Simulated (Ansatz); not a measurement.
3C-SiC was calculated with HSE06 (plane waves, PAW; Ansatz, a first-principles code).

The same calculation (at the measured cell, 10.346 Å³/atom) with different numerical settings:

```json
[
 {"run": "1", "k mesh": "4×4×4", "gap on the mesh (eV)": "2.227", "total energy (eV/atom)": "-443.8387"},
 {"run": "2", "k mesh": "6×6×6", "gap on the mesh (eV)": "2.228", "total energy (eV/atom)": "-443.8925"},
 {"run": "3", "k mesh": "8×8×8", "gap on the mesh (eV)": "2.227", "total energy (eV/atom)": "-443.8965"},
 {"run": "4", "k mesh": "10×10×10", "gap on the mesh (eV)": "2.227", "total energy (eV/atom)": "-443.8969"},
 {"run": "5", "k mesh": "12×12×12", "gap on the mesh (eV)": "2.227", "total energy (eV/atom)": "-443.8970"}
]
```

In the column total energy (eV/atom) the first row differs from the last by +0.0583 and the next to last by +0.0001.

The last row is no converged limit: other settings stay fixed.
